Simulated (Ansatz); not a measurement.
P₂S₄⁺, relaxed as a doublet with UKS PBE0-D4/def2-SVP in Ansatz, starting from the GFN2-xTB geometry. Force threshold 0.02 eV/Å.

Another isomer (doublet) lies 0.86 eV lower at PBE0-D4/def2-TZVP; other spin states weren't run for this one.

Start:

Cartesian coordinates in Å:
```
P -0.806 1.231 -1.703
P 0.545 -1.606 0.199
S 0.300 2.158 -0.383
S -0.544 -1.004 1.954
S -0.614 -0.858 -1.472
S 1.119 0.079 1.404
```

Question: Estimate the energy that the relaxation releases and the steps that it takes.

Answer: 0.6 kcal/mol, in 12 steps; 29 s on 4 threads of Arm Neoverse V1 on a shared host. No frequencies were taken in this run, so the end may be a saddle point.

Question: Does the start keep its bonding and symmetry?

Answer: By distances, no bond broke or formed. The bond that changes most is P2–S5, from 2.17 to 2.15 Å (atoms count from 1).

Question: Predict the relaxed structure.

Answer: 
Cartesian coordinates in Å:
```
P -0.926 1.184 -1.512
P 0.516 -1.619 0.203
S 0.343 2.102 -0.365
S -0.608 -0.863 1.861
S -0.486 -0.887 -1.551
S 1.161 0.083 1.364
```
Bond lengths: 5 × P–S 1.94 to 2.16 Å; 1 × S–S 2.07 Å.
